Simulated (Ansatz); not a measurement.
Rutile PbO2, treated with r²SCAN (PAW; Ansatz, a program for electronic structure).

Settings: plane-wave cutoff 560 eV, 12×12×16 k mesh (along the axes of the cell as run), Fermi–Dirac smearing 0.05 eV, scalar-relativistic PAW data made under PBE.

Shape and atoms are relaxed at each volume.

Pressure at four volumes; x = ln(V/14.107 Å³). One pressure is withheld.

```
V (Å³/atom)        x  P (GPa)
-----------  -------  -------
13.542       -0.0409        ?
13.824       -0.0203     2.88
14.107        0.0000     0.00
14.671        0.0392    -4.68
```

### Question
Pass a parabola P(x) through the three rows shown, estimate the bulk modulus and its pressure derivative near zero pressure, and predict the withheld pressure.

### Answer
Slopes between the rows: (0.00 − (2.88))/(0.0000 − (-0.0203)) = -141.87 and (-4.68 − (0.00))/(0.0392 − (0.0000)) = -119.39 GPa. Their difference over the span 0.0595 is c = 22.48/0.0595 = 377.8 GPa, so P(x) = 2.88 + (-141.87)(x − (-0.0203)) + 377.8 (x − (-0.0203))(x − (0.0000)). At the middle row B = −dP/dx = −[-141.87 + 377.8 × 0.0203] = 134.2 GPa, and B′ = dB/dP = 2c/B = 5.6. At x = -0.0409 the parabola gives 6.12 GPa; the run gives 6.17 GPa. The Birch–Murnaghan fit to the energies at all volumes has B0 = 134 GPa and B′ = 5.9.

Spin–orbit coupling is not included; it can shift volumes and moduli of such heavy elements.
